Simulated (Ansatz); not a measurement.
## Redistribution: C4H8O + CH5N → C4H9NO + CH4

Species: C4H8O (butyraldehyde) `CCCC=O`, singlet; CH5N (methylamine) `CN`, singlet; C4H9NO (butyramide) `CCCC(N)=O`, singlet; CH4 `C`, singlet. The partners trade H for NH2; both sit on C, so the bond types are kept.

Shapes, held fixed at every level: PBE0-D4/def2-TZVP. Flexible molecules stand in one conformer, not always the lowest. Programs: Ansatz 0.2.0. Electronic energies: no zero-point or thermal term.

```tsv
level	kind	ΔE (kJ/mol)	less CCSD(T)/CBS estimate
HF/def2-TZVPP	Hartree–Fock	-119.1	+0.2
r2SCAN-D4/def2-TZVPP	meta-GGA	-135.6	-16.3
PBE0-D4/def2-TZVPP	global hybrid	-129.2	-9.9
wB97X-V/def2-TZVPP	range-separated hybrid	-124.5	-5.2
B2PLYP/def2-TZVPP	double hybrid	-124.5	-5.2
CCSD(T)/def2-TZVPP	coupled cluster or CI	-118.8	+0.5
CCSD/def2-TZVPP	coupled cluster or CI	-116.8	+2.5
CCSD(T)/CBS estimate	coupled cluster or CI	-119.3	0.0
```

The highest level, CCSD(T)/CBS estimate, gives ΔE = -119.3 kJ/mol; the levels span -135.6 to -116.8. The column of differences is taken from that level and isn't an error. No measured value is set beside it here. The CBS estimate extrapolates MP2 from def2-TZVPP and def2-QZVPP and adds CCSD(T) − MP2 in the triple-zeta set, cores frozen.
